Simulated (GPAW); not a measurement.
**CH4Al2 (SMILES [CH2]1[AlH][AlH]1) at PBE-D4/real-space grid (scalar-relativistic datasets)**

We compute an energy scan of CH4Al2. Input form: an ASE script.

The results are computed with GPAW 26.7.0.

2 further runs of the same task are left out: 2 set aside as unsound or not needed.

### Step 1. The molecule

The species is CH4Al2 (7 atoms), meant as a singlet with charge 0. As SMILES, `[CH2]1[AlH][AlH]1`. The shape comes from GFN2-xTB, which is rough for such elements, and wasn't checked as a minimum.

Bond lengths: C1–Al2 2.066 Å, C1–Al3 2.064 Å, Al2–Al3 2.481 Å, C1–H4 1.107 Å, C1–H5 1.107 Å, Al2–H6 1.625 Å, Al3–H7 1.625 Å. Some angles: C1–Al2–Al3 53.1°, Al2–C1–Al3 73.8°, C1–Al3–Al2 53.1°, C1–Al2–H6 148.9°, Al3–Al2–H6 158.1°, Al2–C1–H4 119.6°, Al2–C1–H5 119.8°, Al3–C1–H4 119.6°, Al3–C1–H5 119.7°, C1–Al3–H7 148.9°.

### Step 2. An energy scan at PBE-D4/real-space grid (scalar-relativistic datasets)

molecule.xyz

```xyz
7

C     -0.666880     0.040400    -0.634040
Al    -0.040630     0.853540     1.158530
Al     1.098710    -0.915640    -0.154930
H     -1.610180    -0.538360    -0.672060
H     -0.718300     0.676980    -1.538810
H     -0.290790     1.904730     2.371910
H      2.228060    -2.021640    -0.530590
```

molecule.py

```python
from ase.calculators.mixing import SumCalculator
from ase.io import Trajectory, read
from dftd4.ase import DFTD4
from gpaw import GPAW

mol = read('molecule.xyz')
mol.center(vacuum=5.0)

dft = GPAW(mode='fd',
           h=0.18,
           xc='PBE',
           occupations={'name': 'fermi-dirac', 'width': 0.05},
           convergence={'density': 1e-06},
           maxiter=100,
           symmetry='off',
           txt='molecule.txt')
mol.calc = SumCalculator([DFTD4(method='PBE'), dft])

traj = Trajectory('scan.traj', 'w')
energies = []
for value in [0.952, 0.997, 1.041, 1.074, 1.107, 1.141, 1.174, 1.218, 1.285, 1.373]:
    mol.set_distance(0, 3, value, fix=0, indices=[3])
    energies.append(mol.get_potential_energy())
    mol.get_forces()
    traj.write(mol)
    print(f'{value:8.3f} {energies[-1]:12.5f}')

print('Relative energies (eV):', [round(e - min(energies), 3) for e in energies])
```

Run with:

```sh
$ python3 -u molecule.py | tee molecule.out
```

The program printed:

```text
0.952    -25.86343
   0.997    -26.13214
   1.041    -26.28417
   1.074    -26.34121
   1.107    -26.35879
   1.141    -26.34291
   1.174    -26.30058
   1.218    -26.21099
   1.285    -26.02276
   1.373    -25.71562
Relative energies (eV): [np.float64(0.495), np.float64(0.227), np.float64(0.075), np.float64(0.018), np.float64(0.0), np.float64(0.016), np.float64(0.058), np.float64(0.148), np.float64(0.336), np.float64(0.643)]
```

molecule.txt:

```text
__  _  _
 | _ |_)|_||  |
 |__||  | ||/\| - 26.7.0

units:  Angstrom and eV
cores:  1
OpenMP: False

Versions:
  Python: 3.12.14
  ASE:    3.29.0
  Numpy:  2.5.5
  Scipy:  1.18.1
  Libxc:  7.0.0

        _gpaw.cpython-312-x86_64-linux-gnu.so

Input parameters:
  mode=FD(),
  convergence={'density': 1e-06},
  h=0.18,
  maxiter=100,
  occupations=Occupations(name='fermi-dirac', width=0.05),
  symmetry=Symmetry(point_group=False, time_reversal=False),
  xc=XC(name='PBE')

[... 62 lines left out ...]
|   |                                coordinates |     weight |
[... 105 lines left out ...]
  Converge bands: occupied
[... 29 lines left out ...]
convergence criteria:
[... 14 lines left out ...]
Converged in 16 steps
[... 26 lines left out ...]
  Free energy:     -25.904249
[... 80 lines left out ...]
convergence criteria:
[... 14 lines left out ...]
Converged in 14 steps
[... 15 lines left out ...]
dipole moment: (-0.082409, 0.021975, -0.100769)  # |e|*Ang
[... 11 lines left out ...]
Gap: 1.236 eV
Transition (v -> c):
  (s=0, k=0, n=6, [0.00, 0.00, 0.00]) -> (s=0, k=0, n=7, [0.00, 0.00, 0.00])
No difference between direct/indirect transitions
vacuum-level: 0.000  # V

Forces  # eV/Ang
|        x |        y |        z |
|----------|----------|----------|
| -2.45796 | -1.88463 |  0.42448 |  # C    0
|  0.20960 | -0.42911 | -0.35738 |  # Al   1
| -0.32953 |  0.40104 |  0.28109 |  # Al   2
|  3.23793 |  1.94303 |  0.18293 |  # H    3
| -0.04707 | -0.03401 |  0.01930 |  # H    4
| -0.28230 | -0.01979 | -0.28579 |  # H    5
| -0.31764 |  0.04130 | -0.24786 |  # H    6

Force computation time: 0.109  # s

timing:  # [seconds]
  Total:  407.009  # ━━━━━━━━━━━━━━━━━━━━━━━━━━━━━━━━━━━━━━━━━━━━━━━━━━━━━━━━
  Init:     5.657  # ━
  SCF:    386.042  # ━━━━━━━━━━━━━━━━━━━━━━━━━━━━━━━━━━━━━━━━━━━━━━━━━━━━━
  Forces:   1.291  #
  Move:    13.881  # ━━
```

Wall time 6.8 min (1 thread of Intel Xeon Platinum 8488C (Sapphire Rapids), shared host); peak memory 1.1 GiB.

The scan, from its lowest point:

```
C1–H4 (Å)  energy (kJ/mol)
    0.952             47.8
    0.997             21.9
    1.041              7.2
    1.074              1.7
    1.107              0.0
    1.141              1.5
    1.174              5.6
    1.218             14.3
    1.285             32.4
    1.373             62.1
```
